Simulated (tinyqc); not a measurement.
Worked calculation (part 2 of 2): UHF in the sto-3g basis, for CH, spin multiplicity 4. Computed by tinyqc, a small Python program that keeps every step (integrals from PySCF). Command: `OMP_NUM_THREADS=1 python tinyqc.py 22189 22190 out.jsonl` (the two numbers bound the seeds that draw the settings). One thread of a shared host (Intel(R) Xeon(R) Processor @ 2.60GHz), about 0.1 s of CPU time with the checks.

Geometry (angstrom):
```
atom         x         y         z
C     0.000000  0.000000  0.000000
H     0.000000  0.000000  2.178000
```

## Iteration 3: diagonalisation and new density

F(alpha) (hartree), lower triangle:
```
             1C 1s      1C 2s     1C 2px     1C 2py     1C 2pz      2H 1s
1C 1s   -10.673870
1C 2s    -2.912896  -1.398621
1C 2px    0.000000   0.000000  -0.189648
1C 2py    0.000000   0.000000   0.000000  -0.189648
1C 2pz   -0.000412   0.017602   0.000000   0.000000  -0.008652
2H 1s    -0.063776  -0.138832   0.000000   0.000000  -0.203317  -0.253552
```

F(beta) (hartree), lower triangle:
```
             1C 1s      1C 2s    1C 2px    1C 2py     1C 2pz      2H 1s
1C 1s   -10.609517
1C 2s    -2.834842  -0.941543
1C 2px    0.000000   0.000000  0.566189
1C 2py    0.000000   0.000000  0.000000  0.566189
1C 2pz    0.000001  -0.082017  0.000000  0.000000   0.518104
2H 1s    -0.058042  -0.167355  0.000000  0.000000  -0.079025  -0.094433
```

X, lower triangle:
```
            1C 1s      1C 2s    1C 2px    1C 2py     1C 2pz     2H 1s
1C 1s    1.024322
1C 2s   -0.129770   1.027799
1C 2px   0.000000   0.000000  1.000000
1C 2py   0.000000   0.000000  0.000000  1.000000
1C 2pz  -0.000693   0.004472  0.000000  0.000000   1.005600
2H 1s    0.006567  -0.048829  0.000000  0.000000  -0.061482  1.009019
```

Diagonalise F' = X^T F X, C = X C', fill 5 alpha and 2 beta electrons from the bottom; D(s) = C_occ C_occ^T. Each column has its largest component positive (the first on a tie).

F' = X^T F X (alpha) (hartree), lower triangle:
```
            1          2          3          4          5          6
1  -10.449181
2   -1.508892  -0.867411
3    0.000000   0.000000  -0.189648
4    0.000000   0.000000   0.000000  -0.189648
5   -0.006277   0.032156   0.000000   0.000000   0.015648
6    0.018522  -0.084922   0.000000   0.000000  -0.192478  -0.221938
```

orbital energies (alpha) (hartree): MO1 -10.681180, MO2 -0.652938, MO3 -0.318435, MO4 -0.189648, MO5 -0.189648, MO6 0.129671

coefficients C (alpha):
```
              MO1        MO2        MO3       MO4        MO5        MO6
1C 1s    0.992702  -0.276655   0.056428  0.000000   0.000000  -0.030652
1C 2s    0.027949   1.004460  -0.224476  0.000000   0.000000   0.124520
1C 2px   0.000000   0.000000   0.000000  0.288421   0.957504   0.000000
1C 2py   0.000000   0.000000   0.000000  0.957504  -0.288421   0.000000
1C 2pz   0.000141   0.002186   0.454333  0.000000   0.000000   0.899226
2H 1s   -0.001455   0.154592   0.830211  0.000000   0.000000  -0.557831
```

F' = X^T F X (beta) (hartree), lower triangle:
```
            1          2         3         4          5          6
1  -10.394600
2   -1.495499  -0.401950
3    0.000000   0.000000  0.566189
4    0.000000   0.000000  0.000000  0.566189
5    0.007008  -0.070293  0.000000  0.000000   0.532681
6    0.027667  -0.138026  0.000000  0.000000  -0.103726  -0.070036
```

orbital energies (beta) (hartree): MO1 -10.613622, MO2 -0.294529, MO3 0.021140, MO4 0.553107, MO5 0.566189, MO6 0.566189

coefficients C (beta):
```
              MO1        MO2        MO3        MO4        MO5       MO6
1C 1s    0.994704  -0.219827   0.167618   0.016241   0.000000  0.000000
1C 2s    0.020560   0.810253  -0.644565  -0.056735   0.000000  0.000000
1C 2px   0.000000   0.000000   0.000000   0.000000  -0.123224  0.992379
1C 2py   0.000000   0.000000   0.000000   0.000000   0.992379  0.123224
1C 2pz   0.000292   0.109939   0.031198   1.000985   0.000000  0.000000
2H 1s   -0.001298   0.527977   0.838016  -0.208071   0.000000  0.000000
```

D(alpha) after iteration 3, lower triangle:
```
            1C 1s      1C 2s    1C 2px    1C 2py    1C 2pz     2H 1s
1C 1s    1.065180
1C 2s   -0.262810   1.060110
1C 2px   0.000000   0.000000  1.000000
1C 2py   0.000000   0.000000  0.000000  1.000000
1C 2pz   0.025172  -0.099787  0.000000  0.000000  0.206424
2H 1s    0.002634  -0.031122  0.000000  0.000000  0.377530  0.713150
```

D(beta) after iteration 3, lower triangle:
```
            1C 1s     1C 2s    1C 2px    1C 2py    1C 2pz     2H 1s
1C 1s    1.037759
1C 2s   -0.157665  0.656933
1C 2px   0.000000  0.000000  0.000000
1C 2py   0.000000  0.000000  0.000000  0.000000
1C 2pz  -0.023877  0.089085  0.000000  0.000000  0.012087
2H 1s   -0.117355  0.427768  0.000000  0.000000  0.058045  0.278761
```

Within a degenerate level the vectors are fixed only up to a rotation; this is one choice.

## Iteration 45 (converged): orbitals

converged F(alpha) (hartree), lower triangle:
```
             1C 1s      1C 2s     1C 2px     1C 2py     1C 2pz      2H 1s
1C 1s   -10.922885
1C 2s    -2.957859  -1.486695
1C 2px    0.000000   0.000000  -0.326832
1C 2py    0.000000   0.000000   0.000000  -0.326832
1C 2pz    0.000066   0.029870   0.000000   0.000000   0.214500
2H 1s    -0.063064  -0.121058   0.000000   0.000000  -0.121251  -0.478196
```

converged F(beta) (hartree), lower triangle:
```
             1C 1s      1C 2s    1C 2px    1C 2py     1C 2pz     2H 1s
1C 1s   -10.880933
1C 2s    -2.895896  -1.200659
1C 2px    0.000000   0.000000  0.385086
1C 2py    0.000000   0.000000  0.000000  0.385086
1C 2pz    0.000050  -0.039283  0.000000  0.000000   0.310011
2H 1s    -0.060346  -0.105846  0.000000  0.000000  -0.047456  0.273391
```

As before.

F' = X^T F X (alpha) (hartree), lower triangle:
```
            1          2          3          4          5          6
1  -10.700015
2   -1.511879  -0.954880
3    0.000000   0.000000  -0.326832
4    0.000000   0.000000   0.000000  -0.326832
5   -0.006789   0.039559   0.000000   0.000000   0.230408
6    0.015478  -0.051646   0.000000   0.000000  -0.109211  -0.461852
```

orbital energies (alpha) (hartree): MO1 -10.929187, MO2 -0.736476, MO3 -0.470253, MO4 -0.326832, MO5 -0.326832, MO6 0.249577

coefficients C (alpha):
```
              MO1        MO2        MO3       MO4        MO5        MO6
1C 1s    0.993302  -0.275642   0.056970  0.000000   0.000000  -0.015710
1C 2s    0.025759   1.008902  -0.230483  0.000000   0.000000   0.062823
1C 2px   0.000000   0.000000   0.000000  0.996921  -0.078414   0.000000
1C 2py   0.000000   0.000000   0.000000  0.078414   0.996921   0.000000
1C 2pz   0.000093  -0.027038   0.101897  0.000000   0.000000   1.001957
2H 1s   -0.001557   0.137524   0.978353  0.000000   0.000000  -0.219629
```

F' = X^T F X (beta) (hartree), lower triangle:
```
            1          2         3         4          5         6
1  -10.667624
2   -1.489414  -0.668908
3    0.000000   0.000000  0.385086
4    0.000000   0.000000  0.000000  0.385086
5    0.002383  -0.032576  0.000000  0.000000   0.320082
6    0.019584  -0.081888  0.000000  0.000000  -0.083119  0.293324
```

orbital energies (beta) (hartree): MO1 -10.884778, MO2 -0.463310, MO3 0.232973, MO4 0.385086, MO5 0.385086, MO6 0.391988

coefficients C (beta):
```
              MO1        MO2        MO3       MO4        MO5        MO6
1C 1s    0.994881  -0.273138   0.038499  0.000000   0.000000  -0.015652
1C 2s    0.019896   1.021891  -0.159692  0.000000   0.000000   0.073873
1C 2px   0.000000   0.000000   0.000000  0.351620   0.936143   0.000000
1C 2py   0.000000   0.000000   0.000000  0.936143  -0.351620   0.000000
1C 2pz   0.000206   0.051203   0.618513  0.000000   0.000000   0.793632
2H 1s   -0.001239   0.064694   0.712539  0.000000   0.000000  -0.715840
```

D(alpha) after iteration 45, lower triangle:
```
            1C 1s      1C 2s    1C 2px    1C 2py    1C 2pz     2H 1s
1C 1s    1.065872
1C 2s   -0.265640   1.071669
1C 2px   0.000000   0.000000  1.000000
1C 2py   0.000000   0.000000  0.000000  1.000000
1C 2pz   0.013350  -0.050761  0.000000  0.000000  0.011114
2H 1s    0.016283  -0.086785  0.000000  0.000000  0.095972  0.976089
```

D(beta) after iteration 45, lower triangle:
```
            1C 1s     1C 2s    1C 2px    1C 2py    1C 2pz     2H 1s
1C 1s    1.064392
1C 2s   -0.259323  1.044657
1C 2px   0.000000  0.000000  0.000000
1C 2py   0.000000  0.000000  0.000000  0.000000
1C 2pz  -0.013780  0.052328  0.000000  0.000000  0.002622
2H 1s   -0.018903  0.066085  0.000000  0.000000  0.003312  0.004187
```

Within a degenerate level the vectors are fixed only up to a rotation; this is one choice.

## Convergence

Stop when the energy changes by less than 1e-08 hartree and every element of the error matrix X^T (F D S - S D F) X (for each spin) is below 3e-05.

Course of the cycle:
```
iteration   E (hartree)     change  largest element of the error matrix
1          -37.19287166          -                             7.53e-02
2          -37.33188917  -1.39e-01                             1.85e-01
3          -37.47974044  -1.48e-01                             1.64e-01
4          -37.55724107  -7.75e-02                             1.15e-01
5          -37.61432663  -5.71e-02                             8.47e-02
6          -37.65064431  -3.63e-02                             5.35e-02
7          -37.66257383  -1.19e-02                             2.58e-02
8          -37.66524196  -2.67e-03                             1.10e-02
9          -37.66587312  -6.31e-04                             6.01e-03
10         -37.66610757  -2.34e-04                             5.34e-03
11         -37.66624231  -1.35e-04                             4.63e-03
12         -37.66633456  -9.23e-05                             3.97e-03
13         -37.66640071  -6.62e-05                             3.40e-03
14         -37.66644874  -4.80e-05                             2.91e-03
...                 ...        ...                                  ...
32         -37.66657969  -1.94e-07                             1.86e-04
33         -37.66657983  -1.43e-07                             1.60e-04
34         -37.66657994  -1.06e-07                             1.37e-04
35         -37.66658001  -7.82e-08                             1.18e-04
36         -37.66658007  -5.78e-08                             1.01e-04
37         -37.66658011  -4.27e-08                             8.73e-05
38         -37.66658014  -3.16e-08                             7.50e-05
39         -37.66658017  -2.34e-08                             6.45e-05
40         -37.66658019  -1.73e-08                             5.55e-05
41         -37.66658020  -1.28e-08                             4.77e-05
42         -37.66658021  -9.45e-09                             4.10e-05
43         -37.66658022  -6.99e-09                             3.53e-05
44         -37.66658022  -5.17e-09                             3.03e-05
45         -37.66658022  -3.82e-09                             2.61e-05
```

PySCF UHF in the same basis, after a stability check = -37.66658023 hartree

Converged in 45 iterations.

## Populations, bond orders and dipole

overlap S, lower triangle:
```
           1C 1s     1C 2s    1C 2px    1C 2py    1C 2pz     2H 1s
1C 1s   1.000000
1C 2s   0.248362  1.000000
1C 2px  0.000000  0.000000  1.000000
1C 2py  0.000000  0.000000  0.000000  1.000000
1C 2pz  0.000000  0.000000  0.000000  0.000000  1.000000
2H 1s   0.005123  0.093410  0.000000  0.000000  0.121140  1.000000
```

Mulliken: Z minus the diagonal of D S on the atom; Loewdin: the same with S^(1/2) D S^(1/2); Mayer order: 2 sum_s sum (D(s) S)_ij (D(s) S)_ji over the two atoms.

Charges (e):
```
atom   Mulliken    Loewdin  Mulliken spin
1C    -0.009644  -0.010660       2.030972
2H     0.009644   0.010660       0.969028
```

Mayer bond orders:
```
pair     order
2-1   0.060892
```

dipole moment about the origin, x y z (debye): 0.000000  0.000000  0.067664

<S^2> of the determinant (pure state: 3.75) = 3.756979
